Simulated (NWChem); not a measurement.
# Na2

SMILES: [Na][Na]
```xyz
2

Na     0.0000     0.0000     1.5547
Na     0.0000     0.0000    -1.5547
```
Charge 0, spin multiplicity 1.

All runs are NWChem calculations. Structure: optimised with PBE/def2-SVP, a minimum by its harmonic frequencies.

Static limit. This basis has no diffuse functions, which lowers polarisabilities.

The correlated methods keep 2 core orbitals frozen. The Pople sets run with spherical d functions. The structure started from a generated list of species.

Question: Give the polarisability tensor in bohr³ at CCSD linear response/6-31G* (spherical d), 2 core orbitals frozen, in the frame of the coordinates, and its isotropic mean.

Answer: 
```
198.94    0.00    0.00
  0.00  198.94    0.00
  0.00    0.00  428.46
```
Mean (one third of the trace): 275.45 bohr³.
